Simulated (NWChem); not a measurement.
CH3O, doublet; SMILES [O]C

All runs: NWChem. Pople sets run with spherical d functions. Spin-unrestricted. The radical's symmetric form is orbitally degenerate, so geometry and low modes hang on which distorted state is reached. No stability test was run on the SCF state. Each level has its own optimisation; frequencies are unscaled.

| level | r C–O (Å) | highest harmonic frequency (cm⁻¹) | lowest (cm⁻¹) | zero-point energy (kcal/mol) | dipole (D) |
|---|---|---|---|---|---|
| PBE0/def2-TZVP | 1.355 | 3037 | 692 | 22.8 | 2.02 |
| BP86/def2-TZVP | 1.356 | 2891 | 565 | 21.6 | 2.12 |
| B3LYP/6-31G* | 1.368 | 3024 | 753 | 23.1 | 1.98 |
| B3LYP/3-21G | 1.428 | 3039 | 767 | 23.2 | 2.02 |
| PBE-D3(BJ)/def2-SVP | 1.344 | 2878 | 597 | 21.6 | 2.00 |
